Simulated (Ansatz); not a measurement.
Two shapes of doublet C₃H₆(+).

Shape 1:

```xyz
9

C     0.2225   -0.0203   -0.4189
C    -0.2428   -1.2487   -0.2690
C     0.0321    1.1108    0.5491
H     0.7982    0.2106   -1.3115
H    -0.0585   -2.0155   -1.0109
H    -0.8235   -1.5388    0.5996
H    -0.5551    0.8031    1.4151
H     0.9968    1.4825    0.9049
H    -0.4780    1.9518    0.0719
```

Shape 2:

```xyz
9

C    -0.1282    0.4363    0.1169
C     0.7603    0.0959    1.0519
C    -0.5681   -0.4282   -1.0179
H    -0.5860    1.4330    0.1692
H     1.0351    0.7832    1.8565
H     1.2474   -0.8851    1.0479
H    -0.0672   -1.4075   -1.0027
H    -1.6575   -0.5991   -0.9881
H    -0.3557    0.0513   -1.9883
```

Basis set: def2-SVP (spherical functions). Frozen core: 3 orbitals. Charge 1, multiplicity 2.

Computed with Ansatz (development build ahead of 0.2.0); each method stands on the lowest determinant of its kind that the runs found.

Task: Which shape is lower in energy, and by how much in each method?

Result:

| method | E(2) − E(1) (eV) |
| --- | --- |
| UHF | -0.054 |
| UHF-MP2 | -0.086 |

Shape 2 is lower.
